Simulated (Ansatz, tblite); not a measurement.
**BMe2F (C2H6BF): removing and adding an electron**

What does removing or adding an electron cost or gain for BMe2F (C2H6BF)? Each charged state is run at several levels.

Method: as each input shows; program: Ansatz 0.2.0, Gaussian basis.

Levels to be run: charge +1 doublet, at the geometry of the singlet (PBE0-D4/def2-TZVP, PBE-D4/def2-TZVP, r2SCAN-D4/def2-TZVP); charge -1 doublet, at the geometry of the singlet (PBE0-D4/def2-TZVPD, PBE-D4/def2-TZVPD, r2SCAN-D4/def2-TZVPD); the starting singlet's energies come from earlier runs.

### 1 The structure

The singlet was relaxed beforehand with r2SCAN-D4/def2-SVP.

10 atoms, charge 0, spin multiplicity 1.

Atoms are counted from 1 here; the program's logs count them from 0.

Bond lengths: B1–C2 1.567 Å, B1–C6 1.567 Å, B1–F10 1.342 Å, C2–H3 1.107 Å, C2–H4 1.101 Å, C2–H5 1.101 Å, C6–H7 1.107 Å, C6–H8 1.100 Å, C6–H9 1.101 Å. Angles: C2–B1–C6 125.2°, C2–B1–F10 117.5°, C6–B1–F10 117.3°, B1–C2–H3 107.2°, B1–C2–H4 113.4°, B1–C2–H5 113.2°, H3–C2–H4 106.1°, H3–C2–H5 106.6°, H4–C2–H5 109.9°, B1–C6–H7 107.1°, B1–C6–H8 113.6°, B1–C6–H9 113.0°, H7–C6–H8 106.3°, H7–C6–H9 106.4°, H8–C6–H9 109.9°.

### 2 Charge +1 doublet at the fixed geometry, first pass, PBE0-D4/def2-SVP

Contents of in.yaml:

```yaml
crystal:
  periodic: [false, false, false]
  atoms:
    - {symbol: B, position_ang: [-0.279166, -0.476957, -0.010926]}
    - {symbol: C, position_ang: [1.285422, -0.559740, -0.011839]}
    - {symbol: H, position_ang: [1.612497, -0.579232, 1.045677]}
    - {symbol: H, position_ang: [1.768558, 0.319550, -0.464582]}
    - {symbol: H, position_ang: [1.670623, -1.479507, -0.477837]}
    - {symbol: C, position_ang: [-1.112581, 0.849655, 0.018680]}
    - {symbol: H, position_ang: [-1.319069, 1.128595, -1.032668]}
    - {symbol: H, position_ang: [-0.573135, 1.699354, 0.463566]}
    - {symbol: H, position_ang: [-2.091968, 0.731296, 0.507325]}
    - {symbol: F, position_ang: [-0.961180, -1.633003, -0.037407]}
basis:
  gaussian: {orbitals: def2-SVP}
total_charge: 1
magnetization: {spin_polarized: true, initial_magnetization: 1}
hamiltonian: {xc: pbe0, dispersion: d4}
output: {orbitals: {seedname: orbitals}}
```

Started as:

```console
> ansatz run in.yaml --threads 4 --pin off --events-out ev --progress --plain --max-ram 3916MiB
```

The log of the run:

```text
Functional definition: PBE0
  name "PBE0"
  cite "Adamo & Barone, J. Chem. Phys. 110, 6158 (1999) doi:10.1063/1.478522"
  cite "Perdew, Burke & Ernzerhof, Phys. Rev. Lett. 77, 3865 (1996) doi:10.1103/PhysRevLett.77.3865"
  parent pbe
  parameter a = 0.25
  parameter kappa = 0.804
  parameter beta = 0.06672455060314922
  exchange = (1 - a)*pbe_x(kappa = kappa, mu = beta*pi^2/3) + a*exact_x
  correlation = pbe_c(beta = beta)
966 factors; their error is unknown
mean field evaluation 1: about -5536.7468 eV, gradient 4.7e1 eV
mean field evaluation 2: about -5531.3355 eV, gradient 6.4e1 eV
mean field evaluation 4: about -5545.8096 eV, gradient 1.1e0 eV
mean field evaluation 8: about -5545.8169 eV, gradient 4.3e-2 eV
mean field evaluation 16: about -5545.8169 eV, gradient 6.7e-5 eV
mean field -5545.81693059 eV, -203.8050131095 hartree, gradient 3.0e-5 eV, S^2 0.754445; 0 other end points of the search recorded, 0 dependent functions left out
reference -5545.81695148 eV, -203.8050138772 hartree; 16, 15 occupied and 70, 71 virtual orbitals, 966 factors
Total energy: -5545.90769258 eV, -203.8083485511 hartree
```

It took 0.8 s on 4 threads of Arm Neoverse V2, shared host.

From the report: HOMO -16.84 eV, LUMO -13.38 eV (over both spins); ⟨S²⟩ 0.754 (pure: 0.75).

### 3 Charge +1 doublet at the fixed geometry, PBE0-D4/def2-TZVP

start.molden holds the orbitals of an earlier run on this state, given as this run's starting guess.

in.yaml, as its differences from that of step 2:

```diff
@@ -14,3 +14,3 @@
 basis:
-  gaussian: {orbitals: def2-SVP}
+  gaussian: {orbitals: def2-TZVP, initial_orbitals: start.molden}
 total_charge: 1
@@ -18,2 +18,3 @@
 hamiltonian: {xc: pbe0, dispersion: d4}
+scf: {omitted_lower_state_checks: [starts]}
 output: {orbitals: {seedname: orbitals}}
```

Launched as before.

The log of the run:

```text
Functional definition: PBE0
  name "PBE0"
  cite "Adamo & Barone, J. Chem. Phys. 110, 6158 (1999) doi:10.1063/1.478522"
  cite "Perdew, Burke & Ernzerhof, Phys. Rev. Lett. 77, 3865 (1996) doi:10.1103/PhysRevLett.77.3865"
  parent pbe
  parameter a = 0.25
  parameter kappa = 0.804
  parameter beta = 0.06672455060314922
  exchange = (1 - a)*pbe_x(kappa = kappa, mu = beta*pi^2/3) + a*exact_x
  correlation = pbe_c(beta = beta)
these checks for a lower state are left out or cut short: starts
949 factors; their error is unknown
mean field evaluation 1: about -5549.5417 eV, gradient 9.7e1 eV
mean field evaluation 2: about -5552.1479 eV, gradient 2.5e0 eV
mean field evaluation 4: about -5552.1689 eV, gradient 2.6e-1 eV
mean field evaluation 8: about -5552.1691 eV, gradient 2.6e-5 eV
mean field -5552.16908816 eV, -204.0384505944 hartree, gradient 2.6e-5 eV, S^2 0.754817; 0 other end points of the search recorded, 0 dependent functions left out
reference -5552.16911570 eV, -204.0384516066 hartree; 16, 15 occupied and 144, 145 virtual orbitals, 949 factors
Total energy: -5552.25985680 eV, -204.0417862805 hartree
Checks for a lower state left out: starts
```

Run time: 1.6 s. Hardware: 4 threads of Arm Neoverse V2, shared host.

HOMO -16.77 eV, LUMO -13.30 eV (over both spins); ⟨S²⟩ 0.755 (pure: 0.75).

### 4 Charge +1 doublet at the fixed geometry, PBE-D4/def2-TZVP

in.yaml, as its differences from that of step 3:

```diff
@@ -17,3 +17,3 @@
 magnetization: {spin_polarized: true, initial_magnetization: 1}
-hamiltonian: {xc: pbe0, dispersion: d4}
+hamiltonian: {xc: pbe, dispersion: d4}
 scf: {omitted_lower_state_checks: [starts]}
```

Launched as before.

The log of the run:

```text
Functional definition: PBE
  name "PBE"
  cite "Perdew, Burke & Ernzerhof, Phys. Rev. Lett. 77, 3865 (1996) doi:10.1103/PhysRevLett.77.3865"
  parent pbe
  parameter kappa = 0.804
  parameter beta = 0.06672455060314922
  exchange = pbe_x(kappa = kappa, mu = beta*pi^2/3)
  correlation = pbe_c(beta = beta)
these checks for a lower state are left out or cut short: starts
949 factors; their error is unknown
mean field evaluation 1: about -5551.8019 eV, gradient 5.9e0 eV
mean field evaluation 2: about -5551.9012 eV, gradient 1.2e-1 eV
mean field evaluation 4: about -5551.8748 eV, gradient 6.4e-4 eV
mean field -5551.87475782 eV, -204.0276341542 hartree, gradient 1.9e-5 eV, S^2 0.751882; 0 other end points of the search recorded, 0 dependent functions left out
reference -5551.87479495 eV, -204.0276355186 hartree; 16, 15 occupied and 144, 145 virtual orbitals, 949 factors
Total energy: -5551.98398201 eV, -204.0316480688 hartree
Checks for a lower state left out: starts
```

Wall time 1.2 s (4 threads of Arm Neoverse V2, shared host).

From the report: HOMO -15.08 eV, LUMO -14.08 eV (over both spins); ⟨S²⟩ 0.752 (pure: 0.75).

### 5 Charge +1 doublet at the fixed geometry, r2SCAN-D4/def2-TZVP

in.yaml, as its differences from that of step 4:

```diff
@@ -17,3 +17,3 @@
 magnetization: {spin_polarized: true, initial_magnetization: 1}
-hamiltonian: {xc: pbe, dispersion: d4}
+hamiltonian: {xc: r2scan, dispersion: d4}
 scf: {omitted_lower_state_checks: [starts]}
```

Launched as before.

The log of the run:

```text
Functional definition: r2SCAN
  name "r2SCAN"
  cite "Furness, Kaplan, Ning, Perdew & Sun, J. Phys. Chem. Lett. 11, 8208 (2020) doi:10.1021/acs.jpclett.0c02405"
  cite "Furness, Kaplan, Ning, Perdew & Sun, J. Phys. Chem. Lett. 11, 9248 (2020) doi:10.1021/acs.jpclett.0c03077"
  parent r2scan
  parameter k0 = 0.174
  parameter k1 = 0.065
  parameter a1 = 4.9479
  exchange = r2scan_x(k0 = k0, k1 = k1, a1 = a1)
  correlation = r2scan_c
these checks for a lower state are left out or cut short: starts
949 factors; their error is unknown
mean field evaluation 1: about -5555.7160 eV, gradient 3.1e0 eV
mean field evaluation 2: about -5555.7479 eV, gradient 4.4e-2 eV
mean field evaluation 4: about -5555.7255 eV, gradient 3.7e-4 eV
mean field -5555.72546849 eV, -204.1691451611 hartree, gradient 1.7e-5 eV, S^2 0.754824; 0 other end points of the search recorded, 0 dependent functions left out
reference -5555.72548049 eV, -204.1691456022 hartree; 16, 15 occupied and 144, 145 virtual orbitals, 949 factors
Total energy: -5555.75251367 eV, -204.1701390532 hartree
Checks for a lower state left out: starts
```

It took 2.5 s on 4 threads of Arm Neoverse V2, shared host.

HOMO -15.57 eV, LUMO -14.01 eV (over both spins); ⟨S²⟩ 0.755 (pure: 0.75).

### 6 Vertical ionisation energy

Charged state less starting state, singlet to doublet; the starting state's energies are those of its earlier runs.

| level | vertical ionisation energy (eV) | time |
| --- | --- | --- |
| PBE-D4/def2-TZVP | +10.65 | 2 s |
| r2SCAN-D4/def2-TZVP | +10.77 | 3.9 s |
| PBE0-D4/def2-TZVP | +11.01 | 2.7 s |

Times add the two runs; a level without a time comes out of a correlated run.

Beside −ε(HOMO) of the starting state:

| level | −ε(HOMO) (eV) | by difference (eV) | mismatch (eV) |
| --- | --- | --- | --- |
| PBE-D4/def2-TZVP | 7.18 | 10.65 | -3.47 |
| r2SCAN-D4/def2-TZVP | 7.50 | 10.77 | -3.28 |
| PBE0-D4/def2-TZVP | 8.70 | 11.01 | -2.32 |

### 7 Charge -1 doublet at the fixed geometry, first pass, PBE0-D4/def2-SVP

in.yaml, as its differences from that of step 5:

```diff
@@ -14,7 +14,6 @@
 basis:
-  gaussian: {orbitals: def2-TZVP, initial_orbitals: start.molden}
-total_charge: 1
+  gaussian: {orbitals: def2-SVP}
+total_charge: -1
 magnetization: {spin_polarized: true, initial_magnetization: 1}
-hamiltonian: {xc: r2scan, dispersion: d4}
-scf: {omitted_lower_state_checks: [starts]}
+hamiltonian: {xc: pbe0, dispersion: d4}
 output: {orbitals: {seedname: orbitals}}
```

Launched as before.

The log of the run:

```text
Functional definition: PBE0
  name "PBE0"
  cite "Adamo & Barone, J. Chem. Phys. 110, 6158 (1999) doi:10.1063/1.478522"
  cite "Perdew, Burke & Ernzerhof, Phys. Rev. Lett. 77, 3865 (1996) doi:10.1103/PhysRevLett.77.3865"
  parent pbe
  parameter a = 0.25
  parameter kappa = 0.804
  parameter beta = 0.06672455060314922
  exchange = (1 - a)*pbe_x(kappa = kappa, mu = beta*pi^2/3) + a*exact_x
  correlation = pbe_c(beta = beta)
966 factors; their error is unknown
mean field evaluation 1: about -5550.1727 eV, gradient 2.9e1 eV
mean field evaluation 2: about -5548.5642 eV, gradient 3.5e1 eV
mean field evaluation 4: about -5554.4865 eV, gradient 1.4e0 eV
mean field evaluation 8: about -5554.4910 eV, gradient 1.3e-1 eV
mean field evaluation 16: about -5554.4911 eV, gradient 2.5e-5 eV
mean field -5554.49105512 eV, -204.1237813065 hartree, gradient 2.5e-5 eV, S^2 0.754114; 2 other end points of the search recorded, 0 dependent functions left out
reference -5554.49108073 eV, -204.1237822474 hartree; 17, 16 occupied and 69, 70 virtual orbitals, 966 factors
Total energy: -5554.62892782 eV, -204.1288480347 hartree
```

Wall time 1.1 s (4 threads of Arm Neoverse V2, shared host).

Report: HOMO 4.53 eV, LUMO 6.66 eV (over both spins); ⟨S²⟩ 0.754 (pure: 0.75). Doubts: highest occupied level lies above zero.

### 8 Charge -1 doublet at the fixed geometry, PBE0-D4/def2-TZVPD

in.yaml, as its differences from that of step 7:

```diff
@@ -14,3 +14,3 @@
 basis:
-  gaussian: {orbitals: def2-SVP}
+  gaussian: {orbitals: def2-TZVPD, initial_orbitals: start.molden}
 total_charge: -1
@@ -18,2 +18,3 @@
 hamiltonian: {xc: pbe0, dispersion: d4}
+scf: {omitted_lower_state_checks: [starts]}
 output: {orbitals: {seedname: orbitals}}
```

Same command.

The log of the run, cut to the lines that bear on the results:

```text
Functional definition: PBE0
  name "PBE0"
  cite "Adamo & Barone, J. Chem. Phys. 110, 6158 (1999) doi:10.1063/1.478522"
  cite "Perdew, Burke & Ernzerhof, Phys. Rev. Lett. 77, 3865 (1996) doi:10.1103/PhysRevLett.77.3865"
  parent pbe
[...]
1016 factors; their error is unknown
[...]
a density is far from that of the atoms, so the factors are made again for it
1425 factors; integrals over basis functions are off by at most 1.1e-3 eV
[...]
mean field -5562.37628748 eV, -204.4135582507 hartree, gradient 3.9e-5 eV, S^2 0.750088; 0 other end points of the search recorded, 0 dependent functions left out
reference -5562.37632322 eV, -204.4135595641 hartree; 17, 16 occupied and 188, 189 virtual orbitals, 1425 factors
Total energy: -5562.51417031 eV, -204.4186253514 hartree
Checks for a lower state left out: starts
```

Run time: 6.5 s. Hardware: 4 threads of Arm Neoverse V2, shared host; peak memory 0.59 GiB.

From the report: HOMO 1.74 eV, LUMO 2.98 eV (over both spins); ⟨S²⟩ 0.750 (pure: 0.75). Doubts: highest occupied level lies above zero.

### 9 Charge -1 doublet at the fixed geometry, PBE-D4/def2-TZVPD

in.yaml, as its differences from that of step 8:

```diff
@@ -17,3 +17,3 @@
 magnetization: {spin_polarized: true, initial_magnetization: 1}
-hamiltonian: {xc: pbe0, dispersion: d4}
+hamiltonian: {xc: pbe, dispersion: d4}
 scf: {omitted_lower_state_checks: [starts]}
```

Launched as before.

The log of the run, cut to the lines that bear on the results:

```text
Functional definition: PBE
  name "PBE"
  cite "Perdew, Burke & Ernzerhof, Phys. Rev. Lett. 77, 3865 (1996) doi:10.1103/PhysRevLett.77.3865"
  parent pbe
[...]
1016 factors; their error is unknown
[...]
a density is far from that of the atoms, so the factors are made again for it
1425 factors; integrals over basis functions are off by at most 1.1e-3 eV
[...]
mean field -5561.82981583 eV, -204.3934757881 hartree, gradient 3.7e-5 eV, S^2 0.750082; 0 other end points of the search recorded, 0 dependent functions left out
reference -5561.82986353 eV, -204.3934775410 hartree; 17, 16 occupied and 188, 189 virtual orbitals, 1425 factors
Total energy: -5561.99553600 eV, -204.3995658920 hartree
Checks for a lower state left out: starts
```

Run time: 4.9 s. Hardware: 4 threads of Arm Neoverse V2, shared host.

Report: HOMO 1.99 eV, LUMO 2.52 eV (over both spins); ⟨S²⟩ 0.750 (pure: 0.75). Doubts: highest occupied level lies above zero.

### 10 Charge -1 doublet at the fixed geometry, r2SCAN-D4/def2-TZVPD

in.yaml, as its differences from that of step 9:

```diff
@@ -17,3 +17,3 @@
 magnetization: {spin_polarized: true, initial_magnetization: 1}
-hamiltonian: {xc: pbe, dispersion: d4}
+hamiltonian: {xc: r2scan, dispersion: d4}
 scf: {omitted_lower_state_checks: [starts]}
```

Same command.

The log of the run, cut to the lines that bear on the results:

```text
Functional definition: r2SCAN
  name "r2SCAN"
  cite "Furness, Kaplan, Ning, Perdew & Sun, J. Phys. Chem. Lett. 11, 8208 (2020) doi:10.1021/acs.jpclett.0c02405"
  cite "Furness, Kaplan, Ning, Perdew & Sun, J. Phys. Chem. Lett. 11, 9248 (2020) doi:10.1021/acs.jpclett.0c03077"
  parent r2scan
[...]
1016 factors; their error is unknown
[...]
a density is far from that of the atoms, so the factors are made again for it
1424 factors; integrals over basis functions are off by at most 1.1e-3 eV
[...]
mean field -5565.65822386 eV, -204.5341671884 hartree, gradient 7.7e-6 eV, S^2 0.750193; 0 other end points of the search recorded, 0 dependent functions left out
reference -5565.65825261 eV, -204.5341682447 hartree; 17, 16 occupied and 188, 189 virtual orbitals, 1424 factors
Total energy: -5565.70013542 eV, -204.5357074097 hartree
Checks for a lower state left out: starts
```

It took 8 s on 4 threads of Arm Neoverse V2, shared host; peak memory 0.57 GiB.

HOMO 2.03 eV, LUMO 2.61 eV (over both spins); ⟨S²⟩ 0.750 (pure: 0.75). Doubts: highest occupied level lies above zero.

### 11 Vertical electron affinity

Starting state less charged state (positive: the electron is bound), singlet to doublet; the starting state's energies are those of its earlier runs.

| level | vertical electron affinity (eV) | time |
| --- | --- | --- |
| PBE-D4/def2-TZVPD | -0.66 | 5.9 s |
| r2SCAN-D4/def2-TZVPD | -0.84 | 9.9 s |
| PBE0-D4/def2-TZVPD | -0.78 | 7.9 s |

Times add the two runs; a level without a time comes out of a correlated run.

Beside −ε(LUMO) of the starting state:

| level | −ε(LUMO) (eV) | by difference (eV) | mismatch (eV) |
| --- | --- | --- | --- |
| PBE-D4/def2-TZVPD | 1.02 | -0.66 | +1.68 |
| r2SCAN-D4/def2-TZVPD | 0.56 | -0.84 | +1.40 |
| PBE0-D4/def2-TZVPD | -0.04 | -0.78 | +0.74 |

### 12 Results

| quantity | value |
| --- | --- |
| vertical ionisation energy, functionals in def2-TZVP | 10.65 (PBE-D4) to 11.01 eV (PBE0-D4) |
| vertical electron affinity, functionals in def2-TZVPD | -0.84 (r2SCAN-D4) to -0.66 eV (PBE-D4) |

**Reading.** The vertical ionisation energy spans 10.65 to 11.01 eV over the functionals. −ε(HOMO) misses the level's own difference by -2.32 eV at best (PBE0-D4) and -3.47 eV at worst (PBE-D4). The vertical electron affinity spans -0.84 to -0.66 eV over the functionals. A negative affinity means an unbound electron, held by the basis alone. −ε(LUMO) misses the level's own difference by +0.74 eV at best (PBE0-D4) and +1.68 eV at worst (PBE-D4).
